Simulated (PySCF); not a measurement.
# HNO (nitroxyl): the cost of one run

Programs: PySCF 2.14.0, with density-fitted response routines of our own. Each step states its level of theory. These are calculated values for one molecule in the gas phase, unless marked as measured. Atoms count from 0, in the outputs and in this text.

### Step 1. The starting structure

3 atoms, charge 0, multiplicity 1; geometry from: GFN2-xTB. The atoms were then displaced at random by about 0.01 Å, so the start is not that level's minimum.

Bonds of the start (Å): N0–O1 1.17, N0–H2 1.08.

### Step 2. Relaxing the molecule at PBE0-D3(BJ)/def2-SVP

What the job is given:

```
{"job": {"xc": "PBE0", "basis": "def2-SVP", "d3": "d3bj", "grid": 1, "shake": 0.01, "kind": "geom"}, "charge": 0, "multiplicity": 1}
N     -0.031930     0.391130     0.001380
O      0.967300    -0.213170    -0.013690
H     -0.929360    -0.212910    -0.006870
```

Started as:

```bash
$ OMP_NUM_THREADS=1 python probes_run.py task.json out
```

This one command runs all jobs of the session in turn.

**Question.** How long does this first job take on 1 thread of Arm Neoverse V1, shared host, and how much memory does it need?

About 1.7 s, with a peak of 0.24 GiB.
